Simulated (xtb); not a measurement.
xtb input:

```bash
xtb mol.xyz --gfn 2 --ohess tight --chrg -1 --uhf 0
```
mol.xyz:
```
5

C      0.03227245     0.17628047     0.89875490
C     -0.00571323     0.17492496    -0.40070233
H      0.02226059    -0.76035390     1.51519946
H     -0.02687470     1.14121595    -0.97594497
H     -0.00493958    -0.71687723    -1.00952146
```

Predict the final energy.

-5.83789 Eh (GFN2-xTB).

It need not be the lowest isomer of its formula. Whether it binds its extra electron was not tested at this geometry.
